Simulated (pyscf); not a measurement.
A first-order saddle from PySCF, ωB97X-D3(BJ)/def2-SVP:

```xyz
11

F      0.6632    -1.2269     0.5794
W     -0.8411    -0.1388     0.3503
F     -0.6742    -0.7514    -1.4035
F     -2.6443    -0.3567    -0.1096
F     -1.4501    -1.1493     1.7802
F     -0.2384     0.9983     1.7025
H      0.6790     0.7595    -0.3916
N     -1.3324     1.7350    -0.3855
H      0.0025     1.3549    -0.6488
H     -1.2113     2.5618     0.1930
H     -2.1277     1.7804    -1.0196
```
Charge 0, spin multiplicity 1.

Surface: singlet, charge 0. Lowest wavenumbers (cm⁻¹): 1208i, 112, 135, 267, 283.

Question: Which two sides does it connect, and which bonds change?

Answer: F–WH(F)(F)(F)–F + ammonia (NH₃) <-> H₂N–W(F)(F)(F)(F)–F + hydrogen (H₂), a four-centre exchange read from left to right: H–W, H–N broken and N–W, H–H formed. At ωB97M-D3(BJ)/def2-TZVP it lies +14.4 kcal/mol from the left side and +38.1 kcal/mol from the right (each side as separated species at their lowest minima found). On the reactant side the descent ends in an adduct with a N–W contact, 29.9 kcal/mol under the separated species and 42.4 kcal/mol under the saddle at ωB97X-D3(BJ)/def2-TZVP. What is counted as formed (N–W) is already present as a longer contact in the reactant adduct; forming that adduct is a step of its own. At the saddle there is also a short H–W contact that neither side keeps. This is the saddle that the search found; another between the same sides may lie lower. Elements past Kr carry the def2 core potentials, without spin-orbit coupling.
